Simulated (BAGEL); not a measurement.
**One shape, several levels: C2H7Al (SMILES C[CH2][AlH2])**

We compute a comparison of 4 runs (B3LYP/6-31G*, B3LYP/6-311+G**, PBE0/6-311+G**, RI-MP2/6-311+G**) of C2H7Al. 

The results are computed with BAGEL 1.2.2.

1 further run of the same task is left out (it didn't finish).

**1. The structure to begin with**

C2H7Al has 10 atoms, charge 0, and is taken as a singlet. As SMILES, `C[CH2][AlH2]`. The coordinates come from a PBE0-D4/def2-TZVP relaxation.

Bond lengths: C1–C2 1.528 Å, C2–Al3 1.958 Å, C1–H4 1.094 Å, C1–H5 1.093 Å, C1–H6 1.093 Å, C2–H7 1.099 Å, C2–H8 1.099 Å, Al3–H9 1.592 Å, Al3–H10 1.592 Å. Some angles: C1–C2–Al3 116.9°, C1–C2–H7 110.4°, C1–C2–H8 110.4°, Al3–C2–H7 107.2°, Al3–C2–H8 107.3°, C2–C1–H4 112.2°, C2–C1–H5 111.7°, C2–C1–H6 111.7°, C2–Al3–H9 119.8°, C2–Al3–H10 121.0°.

**2. The energy at B3LYP/6-31G(d) (density fitting with qzvpp-jkfit, spherical functions) (run 1)**

The input, job.json:

```json
{ "bagel" : [

{
  "title" : "molecule",
  "basis" : "6-31gs.json",
  "df_basis" : "qzvpp-jkfit",
  "angstrom" : "true",
  "geometry" : [
    { "atom" : "C", "xyz" : [   -0.939200,    0.315000,   -0.881100 ] },
    { "atom" : "C", "xyz" : [   -0.218500,   -0.592500,    0.114200 ] },
    { "atom" : "Al", "xyz" : [    1.379400,    0.134900,    0.981700 ] },
    { "atom" : "H", "xyz" : [   -1.818700,   -0.166800,   -1.319100 ] },
    { "atom" : "H", "xyz" : [   -0.285500,    0.607100,   -1.707400 ] },
    { "atom" : "H", "xyz" : [   -1.279400,    1.241200,   -0.410000 ] },
    { "atom" : "H", "xyz" : [    0.075900,   -1.534200,   -0.370400 ] },
    { "atom" : "H", "xyz" : [   -0.905800,   -0.910100,    0.910700 ] },
    { "atom" : "H", "xyz" : [    2.176600,   -0.747600,    2.039500 ] },
    { "atom" : "H", "xyz" : [    1.898300,    1.601800,    0.644700 ] }
  ]
},
{
  "title" : "ks",
  "xc_func" : "b3lyp"
},
{
  "title" : "print",
  "file" : "orbitals.molden",
  "orbitals" : "true"
}

]}
```

The basis set 6-31G* is read from a file made from the Basis Set Exchange's data (not shown).

Started as:

```bash
$ BAGEL_NUM_THREADS=1 BAGEL job.json > job.out
```

Standard output:

```text
* using 1 threads per process

  ===============================================================
  ===============================================================

  *** Geometry ***

  { "atom" : "C", "xyz" : [     -1.774831,      0.595264,     -1.665038 ] },
  { "atom" : "C", "xyz" : [     -0.412905,     -1.119663,      0.215807 ] },
  { "atom" : "Al", "xyz" : [      2.606688,      0.254924,      1.855144 ] },
[... 6 lines of this table left out ...]
  { "atom" : "H", "xyz" : [      3.587267,      3.026963,      1.218306 ] },

  Number of auxiliary basis functions:      404

  Since a DF basis is specified, we compute 2- and 3-index integrals:
    o Being stored without compression. Storage requirement is 0.012 GB

  Number of basis functions:       60
  Number of electrons      :       32

    * METHOD: MOLECULE                             0.12

  *** Kohn-Sham DFT ***

    * Removing 17665 points whose weight is below 1.00e-10
    * Grid points: 131395

  === Nuclear Repulsion ===
    96.9666891596

       - DIIS with orbital gradients will be used.

  === KS iteration (b3lyp / 6-31gs.json) ===
      0       -300.74027061          0.14945223           0.22
      1       -287.49765007          0.09979532           0.21
      2       -238.16813205          0.25734637           0.21
[... 18 lines of this table left out ...]
     21       -322.83827471          0.00000000           0.20
    * SCF iteration converged.

    * Permanent dipole moment:
           (    0.237349,     0.131811,     0.117405) a.u.

    * METHOD: KS                                   4.96

    * METHOD: PRINT                                0.01

  ===============================================================
```

Wall time 5.4 s (1 thread of Arm Neoverse V2, shared host); peak memory 0.37 GiB.

**3. A single-point energy at B3LYP/6-311+G(d,p) (density fitting with qzvpp-jkfit) (run 2)**

The input, dft.json:

```json
{ "bagel" : [

{
  "title" : "molecule",
  "basis" : "6-311+gss.json",
  "df_basis" : "qzvpp-jkfit",
  "angstrom" : true,
  "geometry" : [
    { "atom" : "C", "xyz" : [   -0.939200,    0.315000,   -0.881100 ] },
    { "atom" : "C", "xyz" : [   -0.218500,   -0.592500,    0.114200 ] },
    { "atom" : "Al", "xyz" : [    1.379400,    0.134900,    0.981700 ] },
    { "atom" : "H", "xyz" : [   -1.818700,   -0.166800,   -1.319100 ] },
    { "atom" : "H", "xyz" : [   -0.285500,    0.607100,   -1.707400 ] },
    { "atom" : "H", "xyz" : [   -1.279400,    1.241200,   -0.410000 ] },
    { "atom" : "H", "xyz" : [    0.075900,   -1.534200,   -0.370400 ] },
    { "atom" : "H", "xyz" : [   -0.905800,   -0.910100,    0.910700 ] },
    { "atom" : "H", "xyz" : [    2.176600,   -0.747600,    2.039500 ] },
    { "atom" : "H", "xyz" : [    1.898300,    1.601800,    0.644700 ] }
  ]
},
{
  "title" : "ks",
  "xc_func" : "b3lyp"
},
{
  "title" : "print",
  "file" : "orbitals.molden",
  "orbitals" : true
}

]}
```

The basis set 6-311+G** is read from a file made from the Basis Set Exchange's data (not shown).

Started as:

```bash
$ BAGEL_NUM_THREADS=1 BAGEL dft.json > dft.out
```

Standard output:

```text
* using 1 threads per process

  ===============================================================
  ===============================================================

  *** Geometry ***

  { "atom" : "C", "xyz" : [     -1.774831,      0.595264,     -1.665038 ] },
  { "atom" : "C", "xyz" : [     -0.412905,     -1.119663,      0.215807 ] },
  { "atom" : "Al", "xyz" : [      2.606688,      0.254924,      1.855144 ] },
[... 6 lines of this table left out ...]
  { "atom" : "H", "xyz" : [      3.587267,      3.026963,      1.218306 ] },

  Number of auxiliary basis functions:      404

  Since a DF basis is specified, we compute 2- and 3-index integrals:
    o Being stored without compression. Storage requirement is 0.043 GB

  Number of basis functions:      116
  Number of electrons      :       32

    * METHOD: MOLECULE                             0.17

  *** Kohn-Sham DFT ***

    * Removing 17665 points whose weight is below 1.00e-10
    * Grid points: 131395

  === Nuclear Repulsion ===
    96.9666891596

       - DIIS with orbital gradients will be used.

  === KS iteration (b3lyp / 6-311+gss.json) ===
      0       -235.40021511          0.20464145           0.39
      1       -202.42372047          0.17490783           0.38
      2       -234.39926307          0.21106970           0.38
[... 14 lines of this table left out ...]
     17       -322.88961832          0.00000000           0.38
    * SCF iteration converged.

    * Permanent dipole moment:
           (    0.224522,     0.124657,     0.111000) a.u.

    * METHOD: KS                                   7.59

    * METHOD: PRINT                                0.02

  ===============================================================
```

Wall time 8.1 s (1 thread of Arm Neoverse V2, shared host); peak memory 0.66 GiB.

**4. A single-point energy at PBE0/6-311+G(d,p) (density fitting with qzvpp-jkfit) (run 3)**

The input, input.json:

```json
{ "bagel": [

{
  "title": "molecule",
  "basis": "6-311+gss.json",
  "df_basis": "qzvpp-jkfit",
  "angstrom": true,
  "geometry": [
    { "atom": "C", "xyz": [   -0.939200,    0.315000,   -0.881100 ] },
    { "atom": "C", "xyz": [   -0.218500,   -0.592500,    0.114200 ] },
    { "atom": "Al", "xyz": [    1.379400,    0.134900,    0.981700 ] },
    { "atom": "H", "xyz": [   -1.818700,   -0.166800,   -1.319100 ] },
    { "atom": "H", "xyz": [   -0.285500,    0.607100,   -1.707400 ] },
    { "atom": "H", "xyz": [   -1.279400,    1.241200,   -0.410000 ] },
    { "atom": "H", "xyz": [    0.075900,   -1.534200,   -0.370400 ] },
    { "atom": "H", "xyz": [   -0.905800,   -0.910100,    0.910700 ] },
    { "atom": "H", "xyz": [    2.176600,   -0.747600,    2.039500 ] },
    { "atom": "H", "xyz": [    1.898300,    1.601800,    0.644700 ] }
  ]
},
{ "title": "ks", "xc_func": "pbe0" },
{ "title": "print", "file": "orbitals.molden", "orbitals": true }

]}
```

The basis set 6-311+G** is read from a file made from the Basis Set Exchange's data (not shown).

Started as:

```bash
$ BAGEL_NUM_THREADS=1 BAGEL input.json > input.out
```

Standard output:

```text
* using 1 threads per process

  ===============================================================
  ===============================================================

  *** Geometry ***

  { "atom" : "C", "xyz" : [     -1.774831,      0.595264,     -1.665038 ] },
  { "atom" : "C", "xyz" : [     -0.412905,     -1.119663,      0.215807 ] },
  { "atom" : "Al", "xyz" : [      2.606688,      0.254924,      1.855144 ] },
[... 6 lines of this table left out ...]
  { "atom" : "H", "xyz" : [      3.587267,      3.026963,      1.218306 ] },

  Number of auxiliary basis functions:      404

  Since a DF basis is specified, we compute 2- and 3-index integrals:
    o Being stored without compression. Storage requirement is 0.043 GB

  Number of basis functions:      116
  Number of electrons      :       32

    * METHOD: MOLECULE                             0.17

  *** Kohn-Sham DFT ***

    * Removing 17665 points whose weight is below 1.00e-10
    * Grid points: 131395

  === Nuclear Repulsion ===
    96.9666891596

       - DIIS with orbital gradients will be used.

  === KS iteration (pbe0 / 6-311+gss.json) ===
      0       -235.05093746          0.20436017           0.37
      1       -203.51674110          0.17243522           0.36
      2       -235.91012159          0.20901681           0.36
[... 13 lines of this table left out ...]
     16       -322.63620724          0.00000000           0.36
    * SCF iteration converged.

    * Permanent dipole moment:
           (    0.227914,     0.126051,     0.112935) a.u.

    * METHOD: KS                                   6.82

    * METHOD: PRINT                                0.02

  ===============================================================
```

Run time: 7.2 s. Hardware: 1 thread of Arm Neoverse V2, shared host; peak memory 0.66 GiB.

**5. The energy at RI-MP2/6-311+G(d,p) (density fitting with qzvpp-jkfit) (run 4)**

The input, mp2.json:

```json
{ "bagel" : [

{
  "title" : "molecule",
  "basis" : "6-311+gss.json",
  "df_basis" : "qzvpp-jkfit",
  "angstrom" : "true",
  "geometry" : [
    { "atom" : "C", "xyz" : [      -0.939200,       0.315000,      -0.881100 ] },
    { "atom" : "C", "xyz" : [      -0.218500,      -0.592500,       0.114200 ] },
    { "atom" : "Al", "xyz" : [       1.379400,       0.134900,       0.981700 ] },
    { "atom" : "H", "xyz" : [      -1.818700,      -0.166800,      -1.319100 ] },
    { "atom" : "H", "xyz" : [      -0.285500,       0.607100,      -1.707400 ] },
    { "atom" : "H", "xyz" : [      -1.279400,       1.241200,      -0.410000 ] },
    { "atom" : "H", "xyz" : [       0.075900,      -1.534200,      -0.370400 ] },
    { "atom" : "H", "xyz" : [      -0.905800,      -0.910100,       0.910700 ] },
    { "atom" : "H", "xyz" : [       2.176600,      -0.747600,       2.039500 ] },
    { "atom" : "H", "xyz" : [       1.898300,       1.601800,       0.644700 ] }
  ]
},

{
  "title" : "hf",
  "charge" : 0
},

{
  "title" : "mp2",
  "charge" : 0,
  "ncore" : 7
}

]}
```

The basis set 6-311+G** is read from a file made from the Basis Set Exchange's data (not shown).

Started as:

```bash
$ BAGEL_NUM_THREADS=1 BAGEL mp2.json > mp2.out
```

Standard output:

```text
* using 1 threads per process

  ===============================================================
  ===============================================================

  *** Geometry ***

  { "atom" : "C", "xyz" : [     -1.774831,      0.595264,     -1.665038 ] },
  { "atom" : "C", "xyz" : [     -0.412905,     -1.119663,      0.215807 ] },
  { "atom" : "Al", "xyz" : [      2.606688,      0.254924,      1.855144 ] },
[... 6 lines of this table left out ...]
  { "atom" : "H", "xyz" : [      3.587267,      3.026963,      1.218306 ] },

[... 23 lines left out ...]
    * SCF iteration converged.
[... 1 line left out ...]
    * Permanent dipole moment:
[... 2 lines left out ...]
    * METHOD: HF                                   0.70

  *** RHF ***

  === Nuclear Repulsion ===
    96.9666891596

      * DIIS with orbital gradients will be used.

  === RHF iteration (6-311+gss.json) ===
      0       -321.73336599          0.00000000           0.04
    * SCF iteration converged.

    * Permanent dipole moment:
           (    0.193788,     0.116600,     0.091323) a.u.

  === DF-MP2 calculation ===

    * freezing 7 orbitals
    * 3-index integral transformation done
    * assembly done

      MP2 correlation energy:   -0.3815801154      0.03

      MP2 total energy:       -322.1149461041

    * METHOD: MP2                                  0.14

  ===============================================================
```

Run time: 1.2 s. Hardware: 1 thread of Arm Neoverse V2, shared host; peak memory 0.13 GiB.

**6. The series**

| run | level | frozen core orbitals | energy (Eh) | dipole moment (D) | HOMO energy (eV) | LUMO energy (eV) | wall time |
| --- | --- | --- | --- | --- | --- | --- | --- |
| 1 | B3LYP/6-31G* (density fitting with qzvpp-jkfit, spherical functions) | – | -322.838275 | 0.75 | -7.17 | -1.44 | 5.4 s |
| 2 | B3LYP/6-311+G** (density fitting with qzvpp-jkfit) | – | -322.889618 | 0.71 | -7.36 | -1.58 | 8.1 s |
| 3 | PBE0/6-311+G** (density fitting with qzvpp-jkfit) | – | -322.636207 | 0.72 | -7.56 | -1.35 | 7.2 s |
| 4 | RI-MP2/6-311+G** (density fitting with qzvpp-jkfit) | 7 | -322.114946 | – | – | – | 1.2 s |

**7. Results**

| quantity | value |
| --- | --- |
| run 4: total energy | -322.11495 Eh |
| run 4: correlation energy (7 core orbitals frozen) | -381.6 mEh |

What this shows: Over runs 1, 2, 3 the dipole moment (its size) runs from 0.71 D (B3LYP/6-311+G**) to 0.75 D (B3LYP/6-31G*). Over runs 1, 2, 3 the HOMO–LUMO gap runs from 5.74 eV (B3LYP/6-31G*) to 6.20 eV (PBE0/6-311+G**). The two ends differ in method and basis. Totals of different functionals can't be ranked against each other. All runs together took 22 s, the longest 8.1 s.
